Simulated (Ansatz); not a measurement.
Wurtzite CdSe, relaxed in Ansatz (plane waves) with several semilocal functionals. Each gives its own volume and its own bulk modulus:

```csv
level,V0 (Å³/atom),bulk modulus B0 (GPa),ln V0,ln B0
LDA,27.113,57.66,3.3000,4.0546
r²SCAN,28.865,51.36,3.3626,3.9389
PBE,29.755,44.59,3.3930,3.7975
```

Task: Fit a straight line to ln B0 against ln V0. What does it predict for PBEsol, whose volume is 28.132 Å³/atom?

Result: With x = ln V0 and y = ln B0: means 3.35187 and 3.93033; Σ(Δx Δy) = -0.01182, Σ(Δx²) = 0.004497, so the slope is -2.63. At x = 3.3369 the line gives y = 3.93033 + (-2.63) × (3.3369 − 3.35187) = 3.9697, or 52.97 GPa. The run with PBEsol gives 51.85 GPa, -2.1 % from the line. The rows used scatter about it by up to 3.7 %, while the largest value lies 29 % above the smallest. For comparison, PBE's own equation of state has B′ = 4.7, the slope −d ln B/d ln V at a fixed functional; the two needn't agree, since functionals also differ at one volume.

Measured: 53.4 GPa (measured, temperature not stated, not corrected to a static lattice; as tabulated in Grünwald et al. (2012), arXiv:1201.2992).

Ansatz's density-functional and Hartree–Fock values are scalar-relativistic unless marked +SOC, with PAW data made under PBE.

Ansatz is an electronic-structure program.
